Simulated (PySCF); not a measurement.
Results of MP2 in PySCF (GTH pseudopotentials, Gaussian basis, DZ basis) for zinc-blende GaAs.

The same calculation (at the measured cell, 22.584 Å³/atom) with different numerical settings:

```csv
run,k mesh,correlation energy (eV/atom),total energy (eV/atom)
1,2×2×2,-2.4255,-1123.9224
2,3×3×3,-2.7209,-1124.6696
3,4×4×4,-2.8537,-1124.8534
```

In the column total energy (eV/atom) the first row differs from the last by +0.9310 and the next to last by +0.1838.

The last row is no converged limit: other settings stay fixed.
